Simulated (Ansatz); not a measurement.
Geometry optimisation, RKS r2SCAN/def2-TZVP in Ansatz 0.2.0.

Input:

```yaml
crystal:
  periodic: [false, false, false]
  atoms:
    - { symbol: B, position_ang: [0.0, 0.0, 0.0] }
    - { symbol: H, position_ang: [0.0, 0.0, 1.19] }
    - { symbol: H, position_ang: [1.0305, 0.0, -0.595] }
    - { symbol: F, position_ang: [-1.1431, 0.0, -0.66] }
basis:
  gaussian: { orbitals: def2-TZVP }
hamiltonian:
  xc: r2scan
relax:
  f_tol: 0.02
  max_steps: 40
```

Command:

```bash
$ ansatz run input.yaml --threads 2 --pin off --max-ram 3072MiB --backend cpu --events-out ev --progress --plain --runs-dir out
```

Q: Where does it end, and by what steps?

A: The forces met the threshold. After 3 steps the energy has fallen by 0.014 eV; H2 moved furthest, 0.03 Å.

```
step  energy less start (eV)  largest force component (eV/Å)  accepted
   0                  0.0000                           0.327       yes
   1                 -0.0125                           0.126       yes
   2                 -0.0138                           0.039       yes
   3                 -0.0139                           0.010       yes
```

```xyz
4
Properties=species:S:1:pos:R:3
B 0.017 0.000 0.010
H -0.031 0.000 1.206
H 1.029 0.000 -0.630
F -1.127 0.000 -0.651
```

Whether the end is a true minimum wasn't checked by a vibrational analysis.

The run took 5.3 s on 2 threads of Intel(R) Xeon(R) Platinum 8488C (Sapphire Rapids), with other jobs on the host, peak memory 0.12 GiB.
